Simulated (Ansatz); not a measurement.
Steps of a relaxation of BH$_{6}$NSi, SMILES `B[SiH2]N` with RKS PBE0-D4/def2-TZVP.

```sh
$ ansatz run in.yaml --threads 2 --pin off --events-out ev --progress --plain --max-ram 4352MiB
```

```yaml
crystal:
  periodic: [false, false, false]
  atoms:
    - {symbol: B, position_ang: [-1.030178, 0.738544, -1.046253]}
    - {symbol: Si, position_ang: [0.589839, 0.191270, 0.000706]}
    - {symbol: N, position_ang: [0.333619, -1.292508, 0.898191]}
    - {symbol: H, position_ang: [-2.155558, 0.358107, -0.773700]}
    - {symbol: H, position_ang: [-0.923960, 1.555127, -1.944031]}
    - {symbol: H, position_ang: [0.888154, 1.449959, 0.818668]}
    - {symbol: H, position_ang: [1.816702, -0.007590, -0.851588]}
    - {symbol: H, position_ang: [1.108539, -1.668470, 1.452010]}
    - {symbol: H, position_ang: [-0.538756, -1.370740, 1.428897]}
basis:
  gaussian: {orbitals: def2-TZVP}
hamiltonian: {xc: pbe0, dispersion: d4}
relax: {f_tol: 0.005, max_steps: 150}
```

Positions (Å) and forces (eV/Å) along the path, 10 of 10 steps:

```xyz
9
step=1 energy=-10136.0755 eV
B    -1.030    0.739   -1.046   -0.331    0.139   -0.179
Si    0.590    0.191    0.001    0.181   -0.187    0.215
N     0.334   -1.293    0.898    0.026    0.281    0.378
H    -2.156    0.358   -0.774    0.442    0.146   -0.119
H    -0.924    1.555   -1.944   -0.046   -0.332    0.348
H     0.888    1.450    0.819   -0.077   -0.342   -0.129
H     1.817   -0.008   -0.852   -0.262    0.004    0.172
H     1.109   -1.668    1.452   -0.490    0.249   -0.352
H    -0.539   -1.371    1.429    0.557    0.042   -0.335
9
step=2 energy=-10136.1093 eV
B    -1.029    0.738   -1.042   -0.102    0.049   -0.090
Si    0.591    0.195   -0.001    0.025   -0.193    0.173
N     0.334   -1.276    0.892    0.015    0.220    0.071
H    -2.140    0.356   -0.777    0.133    0.036   -0.024
H    -0.926    1.538   -1.933   -0.019   -0.089    0.098
H     0.886    1.421    0.835   -0.004   -0.084   -0.053
H     1.802   -0.016   -0.848   -0.065    0.023    0.031
H     1.100   -1.648    1.440   -0.119    0.048   -0.106
H    -0.529   -1.354    1.416    0.136   -0.011   -0.100
9
step=3 energy=-10136.1139 eV
B    -1.027    0.735   -1.044   -0.001    0.027    0.023
Si    0.589    0.196    0.005    0.002   -0.072    0.023
N     0.332   -1.265    0.895    0.006    0.114    0.001
H    -2.129    0.352   -0.777   -0.021   -0.020   -0.005
H    -0.930    1.532   -1.930    0.004    0.000   -0.016
H     0.895    1.414    0.836    0.002    0.012    0.004
H     1.792   -0.012   -0.847    0.015   -0.005   -0.012
H     1.095   -1.645    1.434    0.005   -0.025   -0.008
H    -0.530   -1.353    1.410   -0.011   -0.030   -0.010
9
step=4 energy=-10136.1093 eV rejected
B    -1.027    0.743   -1.038    0.019   -0.028   -0.044
Si    0.593    0.201    0.004   -0.160   -0.052    0.138
N     0.321   -1.240    0.919    0.540    0.083   -0.252
H    -2.127    0.352   -0.773   -0.015    0.005    0.013
H    -0.931    1.528   -1.936   -0.007    0.023    0.001
H     0.912    1.419    0.827    0.010    0.039    0.003
H     1.793   -0.010   -0.851    0.001   -0.056    0.001
H     1.092   -1.635    1.433    0.003   -0.050    0.010
H    -0.538   -1.404    1.399   -0.391    0.036    0.131
9
step=5 energy=-10136.1153 eV
B    -1.028    0.740   -1.038    0.015   -0.032   -0.016
Si    0.591    0.201    0.008   -0.026   -0.002    0.009
N     0.332   -1.251    0.904    0.034    0.015    0.016
H    -2.128    0.348   -0.776   -0.019    0.000    0.010
H    -0.931    1.528   -1.932   -0.001    0.022   -0.005
H     0.904    1.421    0.833    0.011    0.015    0.005
H     1.791   -0.017   -0.847    0.008    0.003   -0.010
H     1.094   -1.645    1.432   -0.007   -0.024   -0.001
H    -0.537   -1.371    1.399   -0.016    0.004   -0.007
9
step=6 energy=-10136.1152 eV rejected
B    -1.027    0.737   -1.042    0.005   -0.004    0.005
Si    0.589    0.206    0.012   -0.001   -0.001    0.001
N     0.330   -1.236    0.920    0.023   -0.004   -0.027
H    -2.126    0.332   -0.792   -0.001    0.003   -0.002
H    -0.932    1.541   -1.924   -0.001   -0.003   -0.003
H     0.901    1.437    0.824    0.011   -0.001    0.002
H     1.791   -0.025   -0.837   -0.005    0.013   -0.008
H     1.096   -1.679    1.401   -0.027    0.012    0.014
H    -0.535   -1.359    1.420   -0.005   -0.015    0.018
9
step=7 energy=-10136.1157 eV
B    -1.027    0.736   -1.040   -0.007    0.015    0.012
Si    0.592    0.205    0.011   -0.008    0.005    0.002
N     0.331   -1.242    0.913    0.046   -0.015    0.012
H    -2.128    0.340   -0.781    0.004   -0.006   -0.005
H    -0.932    1.532   -1.928    0.001   -0.004   -0.003
H     0.912    1.429    0.828   -0.005   -0.001   -0.004
H     1.790   -0.016   -0.847    0.000   -0.007   -0.001
H     1.092   -1.658    1.426   -0.021    0.001   -0.007
H    -0.540   -1.373    1.400   -0.010    0.012   -0.008
9
step=8 energy=-10136.1159 eV
B    -1.026    0.735   -1.035    0.002    0.000    0.012
Si    0.599    0.206    0.009   -0.020   -0.005    0.006
N     0.332   -1.238    0.912    0.023    0.012   -0.014
H    -2.119    0.322   -0.776   -0.005    0.004   -0.009
H    -0.941    1.539   -1.917   -0.004    0.000   -0.005
H     0.923    1.430    0.825    0.004    0.000   -0.001
H     1.791   -0.017   -0.856    0.008   -0.003    0.000
H     1.081   -1.652    1.443   -0.004   -0.007    0.006
H    -0.552   -1.370    1.377   -0.004    0.000    0.004
9
step=9 energy=-10136.1159 eV
B    -1.027    0.736   -1.034   -0.005   -0.010   -0.011
Si    0.596    0.207    0.010    0.013   -0.001    0.013
N     0.333   -1.239    0.913   -0.008    0.009   -0.008
H    -2.123    0.324   -0.782    0.004    0.004    0.004
H    -0.940    1.538   -1.918    0.003    0.002    0.005
H     0.924    1.430    0.825   -0.005   -0.002    0.000
H     1.791   -0.017   -0.852   -0.004    0.000   -0.008
H     1.084   -1.657    1.438    0.001    0.003    0.002
H    -0.548   -1.368    1.383    0.001   -0.005    0.003
9
step=10 energy=-10136.1160 eV
B    -1.027    0.735   -1.035    0.005    0.003   -0.002
Si    0.596    0.206    0.010   -0.002    0.001    0.001
N     0.333   -1.239    0.914    0.001   -0.001    0.002
H    -2.123    0.324   -0.784   -0.004   -0.001    0.001
H    -0.939    1.540   -1.916    0.000   -0.002    0.002
H     0.923    1.429    0.825   -0.001   -0.001   -0.001
H     1.789   -0.018   -0.855    0.000    0.000   -0.001
H     1.084   -1.654    1.441    0.000    0.000    0.001
H    -0.548   -1.370    1.383    0.000    0.000   -0.001
```

Run time 23 s (2 threads of an Arm Neoverse V1 on a shared host); peak host memory 0.22 GiB.
